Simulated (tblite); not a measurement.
Species: C4H4NO (doublet state).
Geometry (GFN2-xTB, Å), atoms numbered from 1 in this order:
```xyz
10
C4H4NO angstrom
C     -1.4577   -0.1548   -0.0029
C      0.0231   -0.2215    0.0408
C      0.8575   -1.2712    0.3167
O      2.1245   -0.9536    0.2797
N      2.2031    0.3712   -0.0319
C      0.9714    0.8067   -0.1721
H     -1.7733    0.6608   -0.6493
H     -1.8714   -1.0885   -0.3754
H     -1.8587    0.0229    0.9947
H      0.7902    1.8326   -0.4228
```

Level: GFN2-xTB in tblite, geometry and Hessian alike; calculated harmonic values, unscaled, isolated species. Against measured fundamentals such values can be off by several per cent, at times by over 20. Open shells enter through the occupations alone, without spin polarisation, and single modes of such species can be off by tens of per cent. The optimisation stopped once no atom felt more than 0.01 eV/Å.

Lowest wavenumbers of the output (negative numbers stand for imaginary wavenumbers):
```
mode    cm-1
  1     -33.4
  2     268.0
  3     309.4
  4     541.0
  5     624.5
  6     652.1
  7     834.6
  8     840.4
  9     926.3
 10     985.5
```

Task: Is this structure a minimum?

Result: Not by this Hessian. 1 mode is imaginary beyond 20i (33i cm⁻¹), so at this level the point lies at or near a first-order saddle. The curvature is small, so loose convergence or finite differences may be the whole cause.

Task: Which atoms move in the imaginary mode?

Result: 33i: H9 (hydrogen on carbon) 32 %, H8 (hydrogen on carbon) 31 %, H7 (hydrogen on carbon) 31 %. These are shares of the mass-weighted motion.

Task: What is the remedy?

Result: Step along that mode in both directions, optimise again with tighter thresholds and repeat the frequencies. The zero-point energy of this point (44.8 kcal/mol) counts the 23 real modes alone, and thermal corrections from it aren't those of a minimum.
